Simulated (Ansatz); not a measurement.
| atom | x (Å) | y (Å) | z (Å) |
| --- | --- | --- | --- |
| C | 0.0000 | 0.0000 | 0.6754 |
| C | 0.0000 | 0.0000 | -0.6754 |
| Cl | 0.0000 | 1.4489 | 1.5897 |
| Cl | 0.0000 | -1.4489 | 1.5897 |
| Cl | 0.0000 | -1.4489 | -1.5897 |
| Cl | 0.0000 | 1.4489 | -1.5897 |

Basis set: pcseg-2 (spherical functions). Charge 0, multiplicity 1.

Computed with Ansatz (development build ahead of 0.2.0); each method stands on the lowest determinant of its kind that the runs found. Restricted functionals stand beside restricted open-shell atoms, which can lie above the unrestricted atoms usual in DFT and then raise those values.

Task: Give the atomization energy at this shape (free ground-state atoms in the same class of orbitals less the molecule, no zero-point energy) of singlet C₂Cl₄ by PBE0 (restricted), PBE (restricted).

Result:

```tsv
method	atomization energy
PBE0 (restricted)	485.98 kcal/mol
PBE (restricted)	504.41 kcal/mol
```

The shape needn't be a minimum at these levels.
